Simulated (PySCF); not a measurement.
Species: tetrachloroethylene, C₂Cl₄.
SMILES: `ClC(Cl)=C(Cl)Cl`

Computed, not measured: CAM-B3LYP/def2-SVPD in PySCF (dipole) on a GFN2-xTB geometry, gas phase.

Take the most abundant isotopes and a rigid rotor. 

**Question.** Give the principal moments of inertia and the rotational constants in cm⁻¹.

**Answer.** Ia = 294.89, Ib = 358.33, Ic = 653.22 u·Å²; 505379 MHz·u·Å²/I gives 1714, 1410 and 773.7 MHz, that is A = 0.05717, B = 0.04705, C = 0.02581 cm⁻¹.

**Question.** What kind of rotor is it?

**Answer.** An asymmetric top: κ = (2 × 1410 − 1714 − 773.7)/(1714 − 773.7) = 0.35.

**Question.** Is it planar, by Δ = Ic − Ia − Ib?

**Answer.** Planar: Δ = Ic − Ia − Ib = 0.00 u·Å². For a rigid frame Δ = −2 Σ m c², so it vanishes when all atoms lie in the ab plane; here none is more than 0.01 Å from it.

**Question.** Where do the levels up to J = 3 lie, in MHz?

**Answer.** Above 0(0,0):
J = 1: 1(0,1) 2184, 1(1,1) 2487, 1(1,0) 3124
J = 2: 2(0,2) 6134, 2(1,2) 6219, 2(1,1) 8129, 2(2,1) 9039, 2(2,0) 9458
J = 3: 3(0,3) 11586, 3(1,3) 11602, 3(1,2) 15202, 3(2,2) 15591, 3(2,1) 17110, 3(3,1) 18914, 3(3,0) 19135
Those of J = 1 are B + C, A + C and A + B.

The point group D2h allows no dipole (computed: 0.00 D), so a rigid rotor has no electric-dipole lines.

Not checked by GFN2-xTB frequencies. Zero-point vibration and centrifugal distortion are left out. Quadrupole hyperfine structure (35Cl) is left out.
